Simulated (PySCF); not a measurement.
Isomers of C4H9Cl: computed energies against enthalpies of formation

**Experimental background.**

From CRC Handbook of Chemistry and Physics, for the gas at 298.15 K: enthalpy of formation of `CC(C)(C)Cl` -182.2 kJ/mol; enthalpy of formation of `CCCCCl` -154.4 kJ/mol.

The runs below try to reproduce these values; the comparison stands at the end.

Differences of these values give the isomerisation enthalpies. Geometries: PBE0-D3(BJ)/def2-SVP; runs in PySCF, gas phase, with a dispersion term only where the level names one. Total electronic energies (Eh):

```tsv
SMILES	PBE0-D3(BJ)/def2-SVP	PBE0/pcSseg-1
CC(C)(C)Cl	-617.46375	-617.67097
CCCCCl	-617.45458	-617.66253
```

Geometry of `CC(C)(C)Cl` (Å):
```
atom  x, y, z in Å
C1    -1.2793    0.6960    0.0439
C2     0.0305   -0.0205    0.3263
C3     1.2249    0.7678   -0.1844
C4     0.0219   -1.4417   -0.2110
Cl5    0.2000   -0.1353    2.1448
H6    -1.4242    0.7893   -1.0448
H7    -2.1297    0.1381    0.4612
H8    -1.2779    1.7043    0.4819
H9     1.2449    1.7767    0.2518
H10    2.1670    0.2616    0.0702
H11    1.1659    0.8631   -1.2809
H12   -0.0799   -1.4234   -1.3084
H13   -0.8188   -2.0139    0.2065
H14    0.9559   -1.9629    0.0428
```

Geometry of `CCCCCl` (Å):
```
atom  x, y, z in Å
C1    -1.958   -0.076   -0.299
C2    -0.479   -0.047   -0.652
C3     0.420    0.040    0.575
C4     1.889    0.069    0.213
Cl5    2.929    0.180    1.666
H6    -2.198   -0.941    0.339
H7    -2.587   -0.141   -1.200
H8    -2.255    0.831    0.251
H9    -0.219   -0.949   -1.234
H10   -0.273    0.810   -1.318
H11    0.233   -0.817    1.244
H12    0.178    0.945    1.159
H13    2.132    0.936   -0.419
H14    2.190   -0.841   -0.326
```

Zero-point and thermal terms are left out, so the computed numbers are electronic energies.

## Comparison

Relative to `CC(C)(C)Cl`, the lowest by measurement, in kJ/mol (measured: enthalpies at 298.15 K; computed: electronic energies):

```csv
SMILES,measured,PBE0-D3(BJ)/def2-SVP,PBE0/pcSseg-1
CC(C)(C)Cl,0.0,0.0,0.0
CCCCCl,27.8,24.1,22.2
```

Measured values: -182.2 kJ/mol (298.15 K; CRC Handbook of Chemistry and Physics) for the first row; the others come from the same table. Unsigned miss: PBE0-D3(BJ)/def2-SVP 3.7, PBE0/pcSseg-1 5.6 kJ/mol. One conformer stands for `CCCCCl`, not necessarily the lowest, while the measurement averages over conformers. Where a level misses, the cause wasn't examined.
